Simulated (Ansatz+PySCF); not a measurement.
Values are calculated unless marked as measured or tabulated.
A run of PySCF 2.14.0 on doublet CH3 at this shape:

```xyz
4

C     0.0000    0.0000    0.0000
H     1.6355    0.0000    0.0000
H    -0.5452    0.9443    0.0000
H    -0.5452   -0.9443    0.0000
```

Its results:

```json
{
  "Converged": "yes",
  "Reference energy": "-38.96070 hartree",
  "Correlation energy": "-0.03844 hartree",
  "Total energy": "-38.99914 hartree"
}
```

Q: Which input gives this output? Name the method, the orbitals and the basis set, and write the input.

A: UHF-MP2 in STO-3G.

```python
from pyscf import gto, scf, mp

mol = gto.M(atom="""
C 0.000000 0.000000 0.000000
H 1.635520 0.000000 0.000000
H -0.545170 0.944270 0.000000
H -0.545170 -0.944270 0.000000
""", basis='sto-3g', charge=0, spin=1)
mf = scf.UHF(mol)
mf.kernel()
pt = mp.MP2(mf, frozen=1).run()
print(mf.e_tot, pt.e_corr, pt.e_tot)
```

Caution: bonds are stretched, where a single reference can fail; the unrestricted determinant is spin contaminated.
